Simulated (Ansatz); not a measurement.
System: diamond-structure Si. Method: r²SCANh (plane waves, PAW; Ansatz, a first-principles code).

Settings: plane-wave cutoff 520 eV, 8×8×8 k mesh, Fermi–Dirac smearing 0.01 eV, scalar-relativistic PAW data made under PBE.

Energies at three volumes about the minimum:

| V (Å³/atom) | E − E_lowest (meV/atom) |
|---|---|
| 19.581 | 4.07 |
| 20.155 | 0.00 |
| 20.585 | 3.61 |

### Question
Fit a parabola by hand: where is the minimum, what lattice constant follows, and what is the bulk modulus?

### Answer
Slopes: (0.00 − 4.07)/(20.155 − 19.581) = -7.091 and (3.61 − 0.00)/(20.585 − 20.155) = 8.395 meV/Å³. Curvature E″ = 2 × (8.395 − (-7.091))/(20.585 − 19.581) = 30.849 meV/Å⁶. From the middle of the first interval, the slope vanishes at V0 = 19.8680 − (-7.091)/30.849 = 20.098 Å³/atom. B = V0 E″ = 20.098 × 30.849 meV/Å³ × 0.1602 GPa per meV/Å³ = 99.3 GPa. With 8 atoms in the cube, a = (8 × 20.098)^(1/3) = 5.438 Å. The full Birch–Murnaghan fit to all volumes gives V0 = 20.087 Å³/atom and B0 = 99.6 GPa.

Measured, for comparison: bulk modulus 101 GPa (0 K value with zero-point phonon effects removed; as tabulated in Sun et al. (2011), doi:10.1103/physrevb.84.035117); lattice constant a 5.421 Å (static lattice: zero-point anharmonic expansion removed; as tabulated in Mejia-Rodriguez and Trickey (2018), arXiv:1807.09216). Computed (rounded) less measured: bulk modulus -1 %.
